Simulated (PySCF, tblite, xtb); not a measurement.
Potential energy surface of BCl3, singlet: umbrella (inversion) coordinate, bond length relaxed. Scanned: angle between the B-Cl bonds and the threefold axis (90 = planar). Other coordinates (B-Cl bond length) were minimised at B3LYP/def2-TZVP.

- GFN2-xTB, 300 K electronic temperature (tblite)
- GFN1-xTB (xtb)
- RMP2/6-31G* = restricted MP2 (frozen core)/6-31G*, spherical d (PySCF)
- PBE/cc-pVDZ (PySCF)

Energies relative to the lowest point of each profile, in kJ/mol; the last columns give the difference from PBE:

| a / ° | GFN2-xTB | GFN1-xTB | RMP2/6-31G* | PBE | GFN2-xTB − PBE | GFN1-xTB − PBE | RMP2/6-31G* − PBE |
|---|---|---|---|---|---|---|---|
| 90 | 0.0 | 0.0 | 0.0 | 0.0 | 0.0 | 0.0 | 0.0 |
| 93 | 2.0 | 2.2 | 3.4 | 2.8 | -0.9 | -0.6 | 0.6 |
| 96 | 7.8 | 9.0 | 13.5 | 11.4 | -3.6 | -2.4 | 2.1 |
| 99 | 17.7 | 20.4 | 30.5 | 25.9 | -8.2 | -5.4 | 4.6 |
| 102 | 31.9 | 36.8 | 54.7 | 46.4 | -14.5 | -9.6 | 8.3 |
| 105 | 50.9 | 58.6 | 86.6 | 73.6 | -22.7 | -14.9 | 13.0 |
| 108 | 75.0 | 86.4 | 126.7 | 107.8 | -32.7 | -21.4 | 18.9 |
| 111 | 105.1 | 120.9 | 176.0 | 149.8 | -44.8 | -29.0 | 26.2 |
| 114 | 141.8 | 162.9 | 235.6 | 200.7 | -59.0 | -37.8 | 34.9 |
| 117 | 186.1 | 213.8 | 306.7 | 261.7 | -75.5 | -47.9 | 45.0 |
| 120 | 239.2 | 274.8 | 390.6 | 333.9 | -94.7 | -59.2 | 56.7 |
| 123 | 302.3 | 347.4 | 488.9 | 418.9 | -116.6 | -71.5 | 70.0 |
| 126 | 376.6 | 433.5 | 602.8 | — | — | — | — |

GFN2-xTB is furthest from PBE at 123 (-116.6 kJ/mol, below); its mean absolute difference over the points is 39.4 kJ/mol.

GFN1-xTB is furthest from PBE at 123 (-71.5 kJ/mol, below); its mean absolute difference over the points is 25.0 kJ/mol.

RMP2/6-31G* is furthest from PBE at 123 (70.0 kJ/mol, above); its mean absolute difference over the points is 23.4 kJ/mol.

Dashes: no converged value, or the column stops at the first point that the program doubted or that broke a chosen test of continuity, which isn't proof of a fault.

The scan ran from 90.0 to 132.0; beyond the range shown the relaxed coordinates jump or full CI changes its symmetry label.
